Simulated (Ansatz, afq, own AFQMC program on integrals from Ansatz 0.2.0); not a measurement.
Integrals from Ansatz 0.2.0, then the random walk in our own AFQMC program (afq).

```yaml
crystal:
  periodic: [false, false, false]
  atoms:
    - {symbol: Ga, position_ang: [0.000011, -0.274849, 2.291206]}
    - {symbol: B, position_ang: [-0.000037, -0.297198, 0.062683]}
    - {symbol: P, position_ang: [0.000017, -0.321389, -1.646823]}
    - {symbol: H, position_ang: [0.000009, 0.893437, -0.707065]}
basis:
  gaussian: {orbitals: cc-pVDZ}
magnetization: {spin_polarized: true, initial_magnetization: 0}
correlation: {method: ccsd_t, electrons: outside_noble_gas, hamiltonian_folder: ham}
```

```sh
$ ansatz run in.yaml --threads 1 --pin off --events-out ev --progress --plain --max-ram 1843MiB
```

afq runs on the folder ham with

```
--method phaseless --trial hf --walkers 120 --populations 1 --least-time 40 --time-step 0.005 --steps-per-block 20 --equilibration-blocks 112 --max-blocks 600 --target-error 0.00126 --factor-cut 1e-05 --start spin_pure --seed 1926 --taylor-order 6
```

Times are imaginary, in 1/Eh. The walk had a cap of 894 s. Filled inner d shells are frozen with the cores.

Output of the walk:

```
orbitals 44  electrons 6 6  factors 357 of 692
reference energy -2289.14935333 Eh
CCSD correlation -0.27499485 Eh in 13 cycles, weight of the determinant in the CISD state 0.8172
energy of the start -2289.149353 Eh
 block  time / (1/Eh)  mean weight  energy / Eh
     1     0.100  1.0014  -2289.191526
     2     0.200  1.0016  -2289.222922
     3     0.300  1.0015  -2289.255093
     4     0.400  1.0013  -2289.282497
     5     0.500  1.0010  -2289.300238
     7     0.700  1.0014  -2289.322966
     9     0.900  1.0001  -2289.340553
    18     1.800  0.9981  -2289.414497
    52     5.200  0.9996  -2289.454444
    86     8.600  0.9996  -2289.456285
   120    12.000  1.0007  -2289.464149
   154    15.400  1.0003  -2289.478602
   188    18.800  1.0005  -2289.419479
   222    22.200  0.9999  -2289.447455
   256    25.600  1.0010  -2289.422670
   290    29.000  1.0001  -2289.453627
   324    32.400  0.9997  -2289.412432
   358    35.800  0.9991  -2289.469216
   392    39.200  0.9985  -2289.451028
   426    42.600  0.9992  -2289.420443
   460    46.000  1.0012  -2289.448349
   494    49.400  0.9996  -2289.424624
   528    52.800  1.0027  -2289.451775
   562    56.200  1.0002  -2289.405943
   596    59.600  0.9997  -2289.428166
   630    63.000  1.0000  -2289.477849
   664    66.400  0.9989  -2289.445251
   698    69.800  1.0015  -2289.456918
blocks merged  error / Eh  count
     1  0.000788  600
     2  0.001053  300
     4  0.001388  150
     8  0.001737  75
    16  0.001929  37
    32  0.002074  18
    64  0.001988  9
energy -2289.437815 +/- 0.002074 Eh
(rows thinned)
```

The run passed its tests (sampling time, drift between the halves within three errors, error under three times the target), which doesn't prove that it has relaxed.

Against this walk (error 56.4 meV) on the same determinant: CCSD(T) 8.6 meV higher (within the noise), CCSDT(Q) 49.2 meV lower (within the noise), a separate phaseless walk with a CISD trial and standard settings 47.3 ± 60.4 meV lower (within the noise). The error is statistical and leaves out the bias of the constraint.

Cautions: constraint bias not in the error; error above the target (56.4 against 34.3 meV); no relativity below Rb; no spin-orbit coupling; inner d shell frozen; higher spins were not checked; the determinant is a saddle point among determinants of its kind; raised T1 diagnostic (T1 0.021, weight of the determinant 0.82, largest double 0.08); the bias of populations of 120 walkers isn't removed.

The walk took 4.2 min on 1 thread of Intel(R) Xeon(R) 6975P-C (Granite Rapids), with other jobs on the host. The log's last line is the phaseless energy.

CCSDT and higher add their correlation energy to the determinant of the CCSD(T) run, since their own runs factorise the integrals more tightly (a shift of under 2 meV).
